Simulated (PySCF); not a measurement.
# SiP: the SCF solver's settings

Aim: find out which solver settings change the answer for SiP.

Program: PySCF 2.14.0. Level of theory: each script names its method and basis. These are calculated values, not measurements.

### Step 1. Starting geometry

SiP: 2 atoms, charge 0, spin multiplicity 2.

Bond lengths: Si1–P2 1.962 Å.

### Step 2. The run that the others are compared with

The input, input.py:

```python
from pyscf import gto, scf, cc

mol = gto.M(
    atom='Si 0 0 0; P 0 0 1.962',
    basis='cc-pvdz',
    charge=0,
    spin=1,
    verbose=4,
)
mf = scf.UHF(mol)
mf = mf.density_fit(auxbasis='def2-universal-jkfit')
mf.kernel()
mycc = cc.CCSD(mf, frozen=10)
mycc.kernel()
e = mycc.eaccsd(nroots=5)[0]
print('roots (eV) =', (e*27.211386).round(3))
mf.dip_moment()
print('orbital energies (hartree):', [e[max(0, n-3):n+3].round(4) for e, n in zip(mf.mo_energy, mol.nelec)])
```

Started as:

```bash
$ OMP_NUM_THREADS=1 python input.py
```

The log of this run is left out.

It gives: E(SCF) = -629.580666 Eh, E(CCSD) − E(SCF) = -0.21050 Eh, ⟨S²⟩ = 0.788, μ = 1.76 D, attachment roots -2.421, 1.055, 2.616, 2.754, 3.299 eV.

The bond length is a typed value, not an optimised one. Positive EA roots mean that the added electron is unbound.

### Step 3. Initial guess core

Run 1 changes initial guess: minao → core.

The input, input.py:

```python
from pyscf import gto, scf, cc

mol = gto.M(
    atom='Si 0 0 0; P 0 0 1.962',
    basis='cc-pvdz',
    charge=0,
    spin=1,
    verbose=4,
)
mf = scf.UHF(mol)
mf = mf.density_fit(auxbasis='def2-universal-jkfit')
mf.init_guess = 'core'
mf.kernel()
mycc = cc.CCSD(mf, frozen=10)
mycc.kernel()
e = mycc.eaccsd(nroots=5)[0]
print('roots (eV) =', (e*27.211386).round(3))
mf.dip_moment()
print('orbital energies (hartree):', [e[max(0, n-3):n+3].round(4) for e, n in zip(mf.mo_energy, mol.nelec)])
```

Started as:

```bash
$ OMP_NUM_THREADS=1 python input.py
```

### Step 4. Convergence threshold 1e-07 hartree

Run 2 changes convergence threshold: default → 1e-07 hartree.

input.py, as its differences from that of step 2:

```diff
@@ -11,2 +11,3 @@
 mf = mf.density_fit(auxbasis='def2-universal-jkfit')
+mf.conv_tol = 1e-07
 mf.kernel()
```

**Question.** What will these runs give? Wanted: for each run, E(SCF); from base; gap, α spin; SCF dipole; after the SCF.

As calculated:

```csv
run,E(SCF) (hartree),from base (eV),cycles,"gap, α spin (eV)",SCF dipole (D),after the SCF
base,-629.580666,0,16,10.00,1.76,"CCSD correlation -5.728 eV, core frozen, first root -2.42 eV"
initial guess core,-629.580666,0.0000,16,10.00,1.76,"CCSD correlation -5.728 eV, core frozen, first root -2.42 eV"
convergence threshold 1e-07 hartree,-629.580666,0.0000,11,10.00,1.77,"CCSD correlation -5.728 eV, core frozen, first root -2.42 eV"
```

Distance from each run's final energy (log10 hartree) by cycle:

```csv
run,cycle 1,cycle 2,cycle 3,cycle 5,cycle 8,cycle 12
base,-1.4,-1.5,-2.9,-4.0,-4.0,-7.4
initial guess core,-1.4,-1.5,-2.9,-4.0,-4.0,-7.4
convergence threshold 1e-07 hartree,-1.4,-1.5,-2.9,-4.0,-4.0,done
```

**Reading.** With initial guess core or convergence threshold 1e-07 hartree the SCF ends at the base energy. PySCF falls back to minao for a guess that it doesn't know or can't read, so that run repeats the base.
